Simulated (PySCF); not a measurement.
Problem. Give a GFN2-xTB geometry of methanesulfonic acid, `O=S(=O)(O)C`.

Solution. 
```xyz
9
CH4O3S angstrom
C     -1.1194   -0.2358   -0.0723
S      0.6713   -0.2917   -0.0346
O      1.1500   -1.0443   -1.1437
O      1.1394   -0.6106    1.2796
O      1.0006    1.2725   -0.2736
H     -1.4540    0.3285    0.7861
H     -1.3996    0.2430   -0.9993
H     -1.4839   -1.2532   -0.0376
H      1.5092    1.5977    0.4702
```

Orientation and origin are arbitrary. Atoms count from 1 in this order. S2 (sulfonyl sulfur) is distorted tetrahedral (angles from 99.8° to 119.2°). The 3 O–S bonds span 1.423 Å (S2=O3, drawn double) to 1.616 Å (S2–O5, drawn single), a spread of 0.193 Å.

Bonds between heavy atoms (Å): C1–S2 1.792, S2=O3 1.423, S2=O4 1.431, S2–O5 1.616.

Structure optimised with GFN2-xTB, isolated species.

GFN2-xTB frequencies: not computed here. One conformer, not necessarily the lowest (C1–S2–O5–H 121°).
